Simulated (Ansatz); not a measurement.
# P₃H (triplet): the correlation ladder at a displaced geometry (v2), cc-pVDZ

One table from this session's results is given with a row withheld; the runs are named, their logs left out.

Method: cc-pVDZ, core rule «outside noble gas», up to 15 orbitals frozen; program: Ansatz 0.2.0, Gaussian basis.

Plan: UHF; CCSD(T) on ROHF; CCSD(T) on UHF; BCCD(T) on ROHF; CISD as a restricted active space (open shells left free, so some higher excitations enter); CCSDT(Q) on ROHF; CCSDT(Q) on UHF; CASSCF and MRCISD+Q, 10 electrons in 10 orbitals; CASSCF and NEVPT2, 10 electrons in 10 orbitals.

24 further runs of the same task are left out: 2 for a known fault of the program, 8 that didn't finish, 14 set aside as unsound or not needed. Runs told in other sessions of the task aren't counted.

### The system

The geometry is a PBE0/def2-TZVP stationary point (not a proven minimum) with its atoms shifted at random (size 0.100 Å).

4 atoms, charge 0, spin multiplicity 3.

Atoms are counted from 1 here; the program's logs count them from 0.

Bond lengths: P1–P2 2.056 Å, P2–P3 2.132 Å, P3–H4 1.379 Å. Angles: P1–P2–P3 99.6°, P2–P3–H4 93.7°.

Set-up of the first run:

Input file in.yaml:

```yaml
crystal:
  periodic: [false, false, false]
  atoms:
    - {symbol: P, position_ang: [0.083526, -0.414666, 1.619550]}
    - {symbol: P, position_ang: [-0.081348, 0.892052, 0.040803]}
    - {symbol: P, position_ang: [-0.004728, -0.493454, -1.577808]}
    - {symbol: H, position_ang: [0.078381, 0.493784, -2.536576]}
basis:
  gaussian: {orbitals: cc-pVDZ}
magnetization: {spin_polarized: true, initial_magnetization: 2}
hamiltonian: {xc: hf}
output: {orbitals: {seedname: orbitals}}
```

Started as:

```sh
$ ansatz run in.yaml --threads 1 --pin off --events-out ev --progress --plain --max-ram 2393MiB
```

Among the steps run: UHF; CCSD(T) on ROHF; CCSD(T) on UHF; BCCD(T) on ROHF; CISD as a restricted active space (open shells left free, so some higher excitations enter); CCSDT(Q) on ROHF; CCSDT(Q) on UHF; CASSCF and MRCISD+Q, 10 electrons in 10 orbitals; CASSCF and NEVPT2, 10 electrons in 10 orbitals.

One of the session's tables, all rows but one given; the rest of the session is left out.

It belongs to the step «Misses and costs». 

```
          method  from RCCSDT(Q) (meV)
            ROHF              +10564.8
             UHF               +9658.5
            RMP2               +1802.3
            UMP2               +2005.4
            CISD                     ?
           RCCSD                +569.1
           UCCSD                +519.6
        RCCSD(T)                 +97.4
        UCCSD(T)                +116.6
         BCCD(T)                 +97.0
          RCCSDT                 +49.2
          UCCSDT                 +39.8
       RCCSDT(Q)                     0
       UCCSDT(Q)                  -2.9
  CASSCF valence               +8059.8
  NEVPT2 valence               +1665.0
  MRCISD valence               +1105.8
MRCISD+Q valence                +138.5
```

Q: Estimate the row for CISD from the others.

**Answer.** from RCCSDT(Q) (meV): +2025.2. In the column «from RCCSDT(Q) (meV)» it lies between UMP2 (+2005.4) and CASSCF valence (+8059.8).

Caveats from the session: Restricted and unrestricted rows rest on different reference determinants; a gap between their highest levels can come from leftover correlation error, from unlike frozen cores or from another state.
